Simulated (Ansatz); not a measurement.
The input, for Ansatz 0.2.0:

```yaml
crystal:
  periodic: [false, false, false]
  atoms:
    - {symbol: Ge, position_ang: [0.000000, 0.000000, 0.000000]}
    - {symbol: H, position_ang: [0.000000, 0.000000, 1.912000]}
basis:
  gaussian: {orbitals: def2-SVP}
total_charge: 1
correlation: {method: fci, electrons: outside_noble_gas}
output: {forces: true}
```

```sh
$ ansatz run in.yaml --threads 1 --pin off --events-out ev --progress --plain --max-ram 2393MiB
```

The program prints:

```
551 factors; integrals over basis functions are off by at most 1.2e-7 eV
mean field evaluation 1: about -56472.3549 eV, gradient 9.2e0 eV
mean field evaluation 2: about -56472.3547 eV, gradient 9.2e0 eV
mean field evaluation 4: about -56472.8219 eV, gradient 7.4e-1 eV
mean field evaluation 8: about -56472.8235 eV, gradient 3.8e-6 eV
mean field -56472.82353314 eV, -2075.3379861883 hartree, gradient 9.4e-7 eV, S^2 0.000000; 0 other end points of the search recorded, 0 dependent functions left out
14 core orbitals not correlated: weight in the atoms' cores, before any rotation towards them, 1.000 or more for the frozen orbitals, at most 0.000 for the correlated occupied ones
reference -56472.82353314 eV, -2075.3379861883 hartree; 2, 2 occupied and 21, 21 virtual orbitals, 551 factors
state -56475.06099887 eV, -2075.4202115372 hartree
the calculation of the forces begins
Total energy: -56475.06099887 eV, -2075.4202115372 hartree
Atom 0 at     0.000000     0.000000     0.000000 Å, force     0.000000    -0.000000     2.456629 eV/Å
Atom 1 at     0.000000     0.000000     1.912000 Å, force    -0.000000    -0.000000    -2.456629 eV/Å
Dipole moment:     0.000000    -0.000000    -0.015483 e Å
```

Natural occupations: 1.9373 1.8907 0.0703 0.0371 0.0371 0.0063 0.0063 0.0060 0.0036 0.0018 0.0008 0.0008 0.0008 0.0003 0.0003 0.0001 0.0001 0.0001 0.0000 0.0000 0.0000 0.0000 0.0000.

Forces (eV/Å):
```
Ge   0.000  0.000  2.457
H    0.000  0.000 -2.457
```

Ran on 1 thread of Arm Neoverse V1, shared host: 1.1 s wall, 0.09 GiB peak host memory.
